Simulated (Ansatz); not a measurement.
Geometry optimisation, Ansatz, UKS CAM-B3LYP-D4/def2-SVP.

Input:

```yaml
crystal:
  periodic: [false, false, false]
  atoms:
    - { symbol: B, position_ang: [0.0, 0.0, 0.0] }
    - { symbol: H, position_ang: [0.0, 0.0, 1.44] }
    - { symbol: H, position_ang: [1.0305, 0.0, -0.595] }
    - { symbol: H, position_ang: [-1.0305, 0.0, -0.595] }
    - { symbol: Cl, position_ang: [0.0, 0.0, 3.11] }
magnetization:
  spin_polarized: true
  initial_magnetization: 1
basis:
  gaussian: { orbitals: def2-SVP }
hamiltonian:
  xc: cam_b3lyp
  dispersion: d4
relax:
  f_tol: 0.15
  max_steps: 25
  restrain:
    - { distance: [1, 4], at: 1.37, k: 30.0 }
    - { distance: [0, 1], at: 2.39, k: 30.0 }
output:
  orbitals: {}
```

Launched with:

```bash
$ ansatz run input.yaml --threads 1 --pin off --max-ram 2048MiB --backend cpu --events-out ev --progress --plain --runs-dir out
```

Q: Where does it end, and by what steps?

A: It converged. The restraints hold the end off the free minimum. After 5 steps the energy has risen by 0.112 eV (the restraints' own energy left out); H2 moved furthest, 0.59 Å.

| step | energy less start (eV) | largest force component (eV/Å) | accepted |
| --- | --- | --- | --- |
| 0 | 0.0000 | 1.039 | yes |
| 1 | 0.1772 | 1.530 | yes |
| 2 | 0.2117 | 1.470 | yes |
| 3 | 0.1874 | 1.003 | yes |
| 4 | 0.1150 | 1.003 | yes |
| 5 | 0.1124 | 0.981 | yes |

```xyz
5
Properties=species:S:1:pos:R:3
B 0.000 0.000 -0.357
H 0.000 0.000 2.028
H 1.099 0.000 -0.838
H -1.099 0.000 -0.838
Cl 0.000 0.000 3.365
```

Time of the run: 12 s on 1 thread of Arm Neoverse V1 (shared host), peak memory 0.12 GiB.
